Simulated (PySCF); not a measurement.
Compound: C4H5Cl.
Bonds: C1–C2 (triple), C2–C3, C3–C4, C4–Cl5. Hydrogens: H6 on C1; H7, H8 on C3; H9, H10 on C4.

The same species was optimised twice, with GFN2-xTB and with PBE0-D3(BJ)/def2-SVP (PySCF), and the same property calculations (PySCF, gas phase) were run on both structures.

```tsv
coordinate	GFN2-xTB	PBE0-D3(BJ)/def2-SVP	change
C1–H6 (Å)	1.049	1.074	+0.025
C1≡C2 (Å)	1.196	1.211	+0.015
C3–H8 (Å)	1.093	1.102	+0.009
C3–H7 (Å)	1.093	1.102	+0.009
C4–H9 (Å)	1.090	1.098	+0.008
C4–H10 (Å)	1.090	1.098	+0.008
C2–C3 (Å)	1.450	1.457	+0.007
C4–Cl5 (Å)	1.786	1.784	-0.002
C3–C4 (Å)	1.525	1.523	-0.002
H7–C3–H8 (°)	108.2	106.5	-1.7
C2–C3–C4 (°)	110.1	111.5	+1.4
H9–C4–H10 (°)	109.7	108.5	-1.2
C1–C2–C3 (°)	179.0	178.2	-0.8
C2–C3–H8 (°)	109.3	110.0	+0.7
C2–C3–H7 (°)	109.4	110.1	+0.7
C4–C3–H8 (°)	109.9	109.3	-0.6
C4–C3–H7 (°)	109.9	109.3	-0.6
C2–C3–C4–Cl5 (°)	180	180	0
```

Rotational constants: A = 26702, B = 1508, C = 1454 MHz (GFN2-xTB) against A = 26789, B = 1490, C = 1437 MHz (PBE0-D3(BJ)/def2-SVP). Point groups within 0.08 Å: Cs and Cs. Atoms that the bonding makes alike are paired by their places after alignment.

On the GFN2-xTB structure: HOMO (eV) -8.13 [PBE0/pcSseg-1]; LUMO (eV) 0.30 [PBE0/pcSseg-1]; dipole (D) 1.55 [PBE0/pcSseg-1]; GIAO shielding of C1 (ppm) 109.7 [PBE0/pcSseg-1]; GIAO shielding of C2 (ppm) 102.3 [PBE0/pcSseg-1]; GIAO shielding of C3 (ppm) 161.3 [PBE0/pcSseg-1]; GIAO shielding of C4 (ppm) 138.3 [PBE0/pcSseg-1]; GIAO shielding of Cl5 (ppm) 848.1 [PBE0/pcSseg-1].

Task: What do these properties become on the PBE0-D3(BJ)/def2-SVP structure?

Result: 
| property | level | on GFN2-xTB | on PBE0-D3(BJ)/def2-SVP | change |
| --- | --- | --- | --- | --- |
| HOMO (eV) | PBE0/pcSseg-1 | -8.13 | -8.07 | +0.06 |
| LUMO (eV) | PBE0/pcSseg-1 | 0.30 | 0.25 | -0.05 |
| dipole (D) | PBE0/pcSseg-1 | 1.55 | 1.52 | -0.03 |
| energy, GFN2-xTB geometry as zero (kcal/mol) | PBE0/pcSseg-1 | 0.0 | -0.1 | -0.1 |
| GIAO shielding of C1 (ppm) | PBE0/pcSseg-1 | 109.7 | 107.6 | -2.1 |
| GIAO shielding of C2 (ppm) | PBE0/pcSseg-1 | 102.3 | 101.7 | -0.6 |
| GIAO shielding of C3 (ppm) | PBE0/pcSseg-1 | 161.3 | 159.4 | -1.9 |
| GIAO shielding of C4 (ppm) | PBE0/pcSseg-1 | 138.3 | 137.5 | -0.8 |
| GIAO shielding of Cl5 (ppm) | PBE0/pcSseg-1 | 848.1 | 847.4 | -0.7 |

The heavy atoms differ by 0.015 Å rms after alignment. Among all bonds C1–H6 changes most (+0.025 Å). Changes are differences of the printed values. Neither structure is proved a minimum here.

Conformer computed: `[CH:1]#[C:2][CH2:3][CH2:4][Cl:5]`: C2–C3–C4–Cl5 180°.
